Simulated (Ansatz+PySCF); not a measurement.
# singlet CH₂: levels of theory in one basis

```xyz
3

C     0.0000    0.0000   -0.1796
H     0.0000    0.8619    0.5389
H     0.0000   -0.8619    0.5389
```

Basis set: def2-SVP (spherical functions). Correlated methods keep 1 orbital frozen. Charge 0, multiplicity 1.

Computed with Ansatz (development build ahead of 0.2.0); each method stands on the lowest determinant of its kind that the runs found. NEVPT2 correlates all electrons. Active spaces start from the frontier orbitals, and the lowest solution found is given.

```json
{"method": "RHF", "E − E(RHF) (eV)": "0.00", "<S²> of the determinant": "0.00"}
{"method": "UHF", "E − E(RHF) (eV)": "-0.51", "<S²> of the determinant": "0.71"}
{"method": "UHF-MP2", "E − E(RHF) (eV)": "-3.19", "<S²> of the determinant": "0.71"}
{"method": "RHF-CCSD", "E − E(RHF) (eV)": "-3.72", "<S²> of the determinant": "–"}
{"method": "UHF-CCSD", "E − E(RHF) (eV)": "-3.79", "<S²> of the determinant": "0.71"}
{"method": "RHF-CCSD(T)", "E − E(RHF) (eV)": "-3.80", "<S²> of the determinant": "–"}
{"method": "UHF-CCSD(T)", "E − E(RHF) (eV)": "-3.86", "<S²> of the determinant": "0.71"}
{"method": "full CI (lowest root of this spin)", "E − E(RHF) (eV)": "-3.83", "<S²> of the determinant": "–"}
{"method": "CASSCF(6,6)", "E − E(RHF) (eV)": "-1.63", "<S²> of the determinant": "–"}
{"method": "CASSCF(2,2)", "E − E(RHF) (eV)": "-0.56", "<S²> of the determinant": "–"}
{"method": "SC-NEVPT2(6,6)", "E − E(RHF) (eV)": "-3.35", "<S²> of the determinant": "–"}
{"method": "SC-NEVPT2(2,2)", "E − E(RHF) (eV)": "-3.18", "<S²> of the determinant": "–"}
```

**Question.** What does RHF-MP2 give on the same scale?

**Answer.** -2.98 eV.

**Question.** Is a single determinant a sound starting point here?

**Answer.** It is doubtful. Unrestricted orbitals lower Hartree–Fock by 0.51 eV and <S²> is 0.71 where a pure state has 0.00, a sign of strong static correlation. The CASSCF(6,6) natural occupations are 1.98, 1.98, 1.91, 0.09, 0.02, 0.02. The CASSCF(2,2) natural occupations are 1.92, 0.08.

Caution: another spin multiplicity may lie lower. Caution for RHF, RHF-MP2, RHF-CCSD, RHF-CCSD(T): an unrestricted determinant lies well below. Caution for UHF, UHF-MP2, UHF-CCSD, UHF-CCSD(T): the unrestricted determinant is spin contaminated; the determinant breaks the point group.
